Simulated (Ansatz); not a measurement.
## Reading a saddle point

A first-order saddle point of Si2NH9, closed shell, PBE0-D4/def2-TZVP, with one imaginary mode of 343i cm⁻¹:

| atom | x (Å) | y (Å) | z (Å) |
| --- | --- | --- | --- |
| Si1 | -1.2271 | 0.5057 | -0.2779 |
| Si2 | 0.8658 | -1.4379 | 0.7459 |
| H3 | -2.1022 | 1.5588 | -0.8945 |
| H4 | -1.5256 | 0.5003 | 1.1640 |
| H5 | -1.4407 | -0.7224 | -1.0642 |
| H6 | 0.9694 | 0.5522 | -0.1899 |
| N7 | 0.3894 | 1.3651 | -0.6550 |
| H8 | 1.8375 | -1.4277 | 1.8973 |
| H9 | -0.3174 | -2.1759 | 1.3181 |
| H10 | 1.4587 | -2.4526 | -0.1970 |
| H11 | 0.5874 | 1.4657 | -1.6489 |
| H12 | 0.5051 | 2.2685 | -0.1979 |

Computed with Ansatz 0.2.0 (basis: def2-TZVPP and def2-QZVPP); correlated methods freeze the cores. Extrapolation: Hartree–Fock as exp(−7.88 √X), correlation as X^−2.97.

Question: Which contacts change along the imaginary mode, and what lies on either side? (A judgement: the text doesn't fix the answer.)

Answer: Computed: The step is Si₂H₆ ([SiH3][SiH3]) + NH₃ → SiNH₅ ([NH2][SiH3]) + SiH₄, with the molecules in contact on both sides. Shortening one way: Si1–N7, Si2–H6; lengthening the same way: Si1–Si2, H6–N7.
| pair | one side (Å) | saddle (Å) | other side (Å) |
| --- | --- | --- | --- |
| Si1–N7 | 3.11 | 1.87 | 1.72 |
| Si2–H6 | 3.29 | 2.20 | 1.48 |
| Si1–Si2 | 2.34 | 3.03 | 4.13 |
| H6–N7 | 1.01 | 1.10 | 3.43 |

Question: Which side is lower, and how far does the saddle lie above each? (An estimate is asked for; the value comes from the calculation.)

Answer: The calculation gives: The side with Si1–N7, Si2–H6 short is lower by 30.8 kJ/mol; the saddle lies 214.7 kJ/mol above it and 183.9 kJ/mol above the other (CCSD(T) at an estimated basis limit (MP2 extrapolated from triple and quadruple zeta, plus CCSD(T) − MP2 in triple zeta); electronic energies).

T1 diagnostic: at most 0.013.

Labels in which every atom is bracketed show which atoms are joined, not bond orders.

For scale, one of the runs: CCSD(T)/def2-TZVPP, 241 basis functions, launched by `ansatz run in.yaml --threads 4 --pin off --events-out ev --progress --plain --max-ram 9574MiB`. Hardware: 4 CPU threads of an Arm Neoverse V1, shared host. Wall time 74 s; peak host memory 4.3 GiB.
